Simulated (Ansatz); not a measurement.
This geometry of C₄H₇NS (13 atoms, charge 0, multiplicity 1) is a first-order saddle point.

All numbers below come from RKS PBE0/def2-SVP (Ansatz).

```xyz
13
Properties=species:S:1:pos:R:3
C 0.469 -0.793 -2.375
C 0.231 -0.334 -1.280
C -0.096 0.186 0.054
C 0.737 -0.531 1.119
N -1.521 0.033 0.341
S 0.399 1.984 -0.013
H 0.684 -1.189 -3.350
H 0.474 -1.599 1.119
H 0.486 -0.123 2.110
H 1.814 -0.417 0.936
H -1.939 0.946 0.494
H -1.997 -0.374 -0.461
H 0.281 2.177 1.321
```

Task: Which two structures does it join? (They come from a converged band through this point; their orientation in space is the band's.)

Result: No bond is made or broken.

First end point:

```xyz
13
Properties=species:S:1:pos:R:3
C 0.407 -0.680 -2.409
C 0.226 -0.246 -1.293
C -0.041 0.252 0.069
C 0.728 -0.577 1.096
N -1.449 0.261 0.417
S 0.557 2.004 0.060
H 0.573 -1.061 -3.400
H 0.385 -1.624 1.067
H 0.542 -0.175 2.101
H 1.805 -0.557 0.888
H -1.971 0.794 -0.277
H -1.810 -0.693 0.402
H 0.069 2.267 1.294
```

Last end point:

```xyz
13
Properties=species:S:1:pos:R:3
C 0.520 -0.770 -2.437
C 0.235 -0.360 -1.335
C -0.114 0.146 -0.003
C 0.715 -0.551 1.075
N -1.510 -0.075 0.246
S 0.385 1.969 -0.091
H 0.777 -1.132 -3.416
H 0.477 -1.625 1.079
H 0.469 -0.136 2.066
H 1.788 -0.411 0.896
H -1.767 0.279 1.165
H -2.080 0.411 -0.444
H 0.127 2.220 1.214
```

Task: How far does it lie above each of them?

Result: 16.3 kJ/mol above the first and 14.1 kJ/mol above the second. This is the barrier of this one path; another mechanism may lie lower.

The run took 4 min on 2 threads of Arm Neoverse V1 (shared host), peak memory 0.32 GiB.
